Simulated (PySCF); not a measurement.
acetylene (C2H2), SMILES C#C.

Geometry: PBE0-D3(BJ)/def2-TZVPD.

Lowest vertical singlet excitation by several levels in PySCF, with rough processor times relative to the cheapest run on one machine. Each run also gave further roots (ADC and EOM-CCSD ionised and attached states too); roots are paired by order and the bases differ. EOM-CCSD serves as a yardstick, not as the true value; all levels that ended soundly for this molecule are listed, with differences from unrounded values.

```json
[
 {"level": "ADC(2)/aug-cc-pVDZ", "relative cost": "1", "S1 (eV)": "7.39", "S1 minus EOM-CCSD (eV)": "0.02"},
 {"level": "TDDFT-B3LYP/def2-TZVPD", "relative cost": "2", "S1 (eV)": "6.74", "S1 minus EOM-CCSD (eV)": "-0.63"},
 {"level": "TDDFT-PBE0/def2-TZVPD", "relative cost": "2", "S1 (eV)": "6.78", "S1 minus EOM-CCSD (eV)": "-0.59"},
 {"level": "EOM-CCSD/aug-cc-pVDZ", "relative cost": "3", "S1 (eV)": "7.37", "S1 minus EOM-CCSD (eV)": "0.00"}
]
```

Task: Which is the cheapest level here that lands within 0.2 eV of EOM-CCSD?

Result: ADC(2)/aug-cc-pVDZ, at about 30 % of the cost of EOM-CCSD.
